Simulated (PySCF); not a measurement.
Method: PySCF energies plus ideal-gas RRHO corrections (1 bar). The comparison is the NASA 1993 polynomial table, which mixes measured and estimated data. S°(298 K) at PBE0/def2-TZVP differs from the NASA 1993 table for Si2C (+23 J/mol/K); whether the harmonic model or the table's entry is off was not settled. All species are closed-shell singlets. The harmonic model lacks anharmonicity and excited electronic states, which grow with temperature; levels with a mode under 35 cm⁻¹ are left out. The table's entry may be an old estimate for Si2C (not checked at source).

Harmonic frequencies at PBE0/def2-TZVP (cm⁻¹): 136, 845, 1268. Point group C2v; S°(298 K) = 265.3 J/mol/K at this level.

Q: Work out Cp and S° of gaseous Si2C at 500, 800, 1200, 1600, 2000 K from these, and set them beside the table.

A: 
```csv
T (K),Cp PBE0/def2-TZVP,Cp table,S° PBE0/def2-TZVP,S° table
500,49.7,52.8,289.6,268.2
800,53.9,57.1,314.0,294.1
1200,56.1,59.4,336.4,317.8
1600,57.0,60.7,352.6,335.1
2000,57.4,62.1,365.4,348.8
```
Units J/mol/K.
